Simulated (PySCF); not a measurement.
Method: PBE-D3(BJ)/def2-TZVP // B3LYP-D3(BJ)/def2-TZVP in PySCF. Gas-phase values, no solvent. 

Reference species (SMILES): `FC(F)(F)F` (neutral, multiplicity 1).

The dipole moment comes out as 0.00 D.

Changed species: `FCF` (whole molecule; the reference has whole molecule).

**Question.** What does the change do to the dipole moment?

**Answer.** the dipole moment goes up by 1.77 D, to 1.77 D.
